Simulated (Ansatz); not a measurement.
The cluster Mg₂Si⁻. The state is a doublet with charge -1. Geometry B3LYP-D4/def2-TZVP, that of the neutral singlet; atoms count from 1.

Cartesian coordinates in Å:
```
Mg -1.7590 0.4816 -0.3544
Mg 1.7256 0.6841 0.0731
Si 0.0334 -1.1657 0.2813
```

The charge -1 doublet is spin-contaminated (final ⟨S²⟩ up to 1.70, 0.75 for a pure state). Another isomer (singlet) lies 0.06 eV lower at PBE0-D4/def2-TZVP.

Q: Estimate the Mulliken populations from the PBE0/def2-TZVPD orbitals of Ansatz.

A: 
```csv
atom,charge (e),spin (α − β)
Mg1,-0.16,0.55
Mg2,-0.16,-0.43
Si3,-0.69,0.88
```
Mulliken values and Mayer orders depend strongly on the basis. With diffuse functions, as here, like atoms can get unlike values, and bond orders can come out too low or too high.

Q: Where does the spin sit?

A: Summed by element: Mg 0.12, Si 0.88, of 1 unpaired in all. Largest on single atoms: Si3 0.88, Mg1 0.55, Mg2 -0.43.

Q: And the Mayer bond orders between bonded heavy atoms (over 0.3)?

A: Mg1–Si3 1.17 (2.52 Å); Mg2–Si3 1.17 (2.52 Å). Values over 0.3 also appear between atoms too far apart for a bond (Mg1–Mg2 0.35 at 3.52 Å); they arise where an orbital or an unpaired electron spreads over both atoms.
